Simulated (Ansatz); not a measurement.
# [P2H3]− (SMILES [PH-]P) at CCSDTQ/STO-3G

Aim: the vertical ionisation energy of [P2H3]− at CCSDTQ/STO-3G, from 2 runs. 

The results are computed with Ansatz 0.2.0.

1 further run of the same task is left out (it didn't finish).

## Step 1: The molecule

[P2H3]− has 5 atoms, charge -1, and is taken as a singlet. SMILES: `[PH-]P`. The shape is that of a GFN2-xTB optimisation. This is one conformer, not always the lowest.

Bond lengths: P1–P2 2.086 Å, P1–H3 1.369 Å, P2–H4 1.401 Å, P2–H5 1.400 Å. Angles: P1–P2–H4 101.9°, P1–P2–H5 101.8°, P2–P1–H3 90.4°, H4–P2–H5 88.6°.

## Step 2: The energy at CCSDTQ/STO-3G

Input file in.yaml:

```yaml
basis:
  gaussian:
    orbitals: STO-3G
crystal:
  periodic: [false, false, false]
  atoms:
    - symbol: P
      position_ang: [0.790170, -1.109400, 0.143810]
    - symbol: P
      position_ang: [-0.477530, 0.546260, 0.076070]
    - symbol: H
      position_ang: [0.279530, -1.462550, 1.364400]
    - symbol: H
      position_ang: [-0.983870, 0.470170, -1.228180]
    - symbol: H
      position_ang: [0.391690, 1.555520, -0.356110]
total_charge: -1
correlation:
  method: ccsdtq
  frozen_orbitals: {H: 0, P: 5}
accuracy: high
scf:
  omitted_lower_state_checks: [cluster_reference, increment]
```

Run with:

```console
$ ansatz run in.yaml --threads 1 --pin off --max-ram 2610MiB --events-out events.jsonl --progress --plain --runs-dir runs
```

Standard output, cut to the lines that bear on the results:

```text
Warning: RAYON_NUM_THREADS=1 ignored (pool sized by the plan → 1); use --threads N
Functional definition: HF
  name "HF"
[...]
371 factors; integrals over basis functions are off by at most 3.4e-9 eV
[...]
mean field -18376.81693057 eV, -675.3355659445 hartree, gradient 4.6e-8 eV, S^2 0.000000; 0 other end points of the search recorded, 0 dependent functions left out
10 core orbitals not correlated: weight in the atoms' cores, before any rotation towards them, 1.000 or more for the frozen orbitals, at most 0.000 for the correlated occupied ones
reference -18376.81693057 eV, -675.3355659445 hartree; 7, 7 occupied and 4, 4 virtual orbitals, 371 factors
second order -1.51462345 eV of doubles, -0.00000000 eV of singles
cycle   1  -1.92980756 eV  change   -4.2e-1 eV  update   5.7e-2
[...]
cycle  22  -2.17252816 eV  change   2.2e-10 eV  update  7.3e-10
Total energy: -18378.98945873 eV, -675.4154048819 hartree
Checks for a lower state left out: cluster_reference, increment
```

It took 1.8 s on 1 thread of Intel Xeon 6975P-C (Granite Rapids), shared host; peak memory 0.12 GiB.

## Step 3: Doublet neutral P2H3 at the same level

Input file job.yaml:

```yaml
crystal:
  periodic: [false, false, false]
  atoms:
    - symbol: P
      position_ang: [0.790170, -1.109400, 0.143810]
    - symbol: P
      position_ang: [-0.477530, 0.546260, 0.076070]
    - symbol: H
      position_ang: [0.279530, -1.462550, 1.364400]
    - symbol: H
      position_ang: [-0.983870, 0.470170, -1.228180]
    - symbol: H
      position_ang: [0.391690, 1.555520, -0.356110]
basis:
  gaussian:
    orbitals: STO-3G
magnetization:
  spin_polarized: true
  initial_magnetization: 1
scf:
  omitted_lower_state_checks: [cluster_reference, increment]
accuracy: high
correlation:
  method: ccsdtq
  frozen_orbitals: {H: 0, P: 5}
```

Run with:

```console
$ ansatz run job.yaml --threads 1 --pin off --max-ram 2610MiB --events-out events.jsonl --progress --plain --runs-dir runs
```

Standard output, cut to the lines that bear on the results:

```text
Warning: RAYON_NUM_THREADS=1 ignored (pool sized by the plan → 1); use --threads N
Functional definition: HF
  name "HF"
[...]
370 factors; integrals over basis functions are off by at most 3.4e-9 eV
[...]
mean field -18382.06713482 eV, -675.5285073922 hartree, gradient 6.0e-8 eV, S^2 0.758532; 0 other end points of the search recorded, 0 dependent functions left out
10 core orbitals not correlated: weight in the atoms' cores, before any rotation towards them, 1.000 or more for the frozen orbitals, at most 0.000 for the correlated occupied ones
reference -18382.06713482 eV, -675.5285073922 hartree; 7, 6 occupied and 4, 5 virtual orbitals, 370 factors
second order -1.53928058 eV of doubles, -0.00000000 eV of singles
cycle   1  -1.99460442 eV  change   -4.6e-1 eV  update   5.9e-2
[...]
cycle  25  -2.27273518 eV  change    1.2e-9 eV  update  9.4e-10
Total energy: -18384.33987001 eV, -675.6120288697 hartree
Checks for a lower state left out: cluster_reference, increment
```

It took 19 s on 1 thread of Intel Xeon 6975P-C (Granite Rapids), shared host; peak memory 0.26 GiB.

## Step 4: Results

At CCSDTQ/STO-3G, 10 core orbitals frozen:

```
                                                          quantity          value
                                     singlet [P2H3]−: total energy  -675.41540 Eh
     singlet [P2H3]−: correlation energy (10 core orbitals frozen)      -79.8 mEh
                                    singlet [P2H3]−: T1 diagnostic          0.009
                                doublet neutral P2H3: total energy  -675.61203 Eh
doublet neutral P2H3: correlation energy (10 core orbitals frozen)      -83.5 mEh
           doublet neutral P2H3: ⟨S²⟩ of the reference determinant          0.759
                               doublet neutral P2H3: T1 diagnostic          0.007
               vertical detachment energy (to the doublet neutral)      -5.350 eV
```

The species is unbound against losing an electron at this level, by 5.35 eV (−123 kcal/mol); missing correlation or diffuse functions can give that sign where the real anion is bound. In a minimal basis such a difference can be off by several eV, whatever the method.
